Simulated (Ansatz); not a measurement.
Geometry optimisation, Ansatz 0.2.0, RKS r2SCAN-D4/def2-SVPD.

input.yaml

```yaml
crystal:
  periodic: [false, false, false]
  atoms:
    - { symbol: B, position_ang: [0.0, 0.0, 0.0] }
    - { symbol: H, position_ang: [0.7533, 0.0, 1.1682] }
    - { symbol: F, position_ang: [1.5135, 0.0, 0.1406] }
    - { symbol: F, position_ang: [-1.1431, 0.0, -0.66] }
basis:
  gaussian: { orbitals: def2-SVPD }
hamiltonian:
  xc: r2scan
  dispersion: d4
relax:
  f_tol: 0.15
  max_steps: 25
  restrain:
    - { distance: [1, 2], at: 2.12, k: 30.0 }
    - { distance: [0, 1], at: 1.19, k: 30.0 }
    - { distance: [0, 2], at: 1.32, k: 30.0 }
```

Run as:

```bash
$ ansatz run input.yaml --threads 1 --pin off --max-ram 2048MiB --backend cpu --events-out ev --progress --plain --runs-dir out
```

Task: Where does it end, and by what steps?

Result: The forces met the threshold. The restraints hold the end off the free minimum. After 5 steps the energy has fallen by 5.186 eV (the restraints' own energy left out); H2 moved furthest, 0.55 Å.

| step | energy less start (eV) | largest force component (eV/Å) | accepted |
| --- | --- | --- | --- |
| 0 | 0.0000 | 6.370 | yes |
| 1 | -2.5541 | 3.906 | yes |
| 2 | -4.4369 | 3.281 | yes |
| 3 | -5.1007 | 0.932 | yes |
| 4 | -5.1748 | 0.576 | yes |
| 5 | -5.1862 | 0.367 | yes |

```xyz
4
Properties=species:S:1:pos:R:3
B 0.261 0.000 0.203
H 0.249 0.000 1.387
F 1.436 0.000 -0.391
F -0.822 0.000 -0.550
```

Time of the run: 12 s on 1 thread of Arm Neoverse V2, on a shared host, peak memory 0.12 GiB.
